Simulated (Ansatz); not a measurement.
SiHF (SMILES F[SiH]): the energy, rung by rung

SiHF: 3 atoms, total charge 0, spin state singlet. SMILES: `F[SiH]`. The shape is that of a PBE0-D4/def2-TZVP optimisation.

```xyz
3

F    -1.0902    0.0244   -0.6023
Si    0.1868    0.6294    0.1738
H     0.8924   -0.7186    0.4153
```

Quantity: the energy change with the F1–Si2 bond stretched from 1.612 to 2.015 Å, in eV. The values are calculated.

| level | kind | program | value (eV) | less FCI/STO-3G |
| --- | --- | --- | --- | --- |
| BLYP/STO-3G (restricted) | GGA | Ansatz | 1.23 | -0.21 |
| revPBE/STO-3G (restricted) | GGA | Ansatz | 1.20 | -0.24 |
| CAM-B3LYP/STO-3G (restricted) | range-separated hybrid | Ansatz | 1.71 | +0.27 |
| HSE06/STO-3G (restricted) | range-separated hybrid | Ansatz | 1.58 | +0.14 |
| wB97X/STO-3G (restricted) | range-separated hybrid | Ansatz | 1.70 | +0.26 |
| BCCD(T)/STO-3G (restricted) | coupled cluster or CI | Ansatz | 1.53 | +0.09 |
| CCSD(T)/STO-3G (restricted) | coupled cluster or CI | Ansatz | 1.52 | +0.08 |
| FCI/STO-3G | exact in the basis | Ansatz | 1.44 | 0.00 |

FCI/STO-3G is exact within its basis and frozen core, so for wave-function methods in that basis the difference is their error; functionals converge differently with the basis, so for them it is only a difference. The first shape isn't each level's own minimum. The values span 1.20 to 1.71 eV. All rows use very small basis sets, so none should be taken for the real molecule's value.
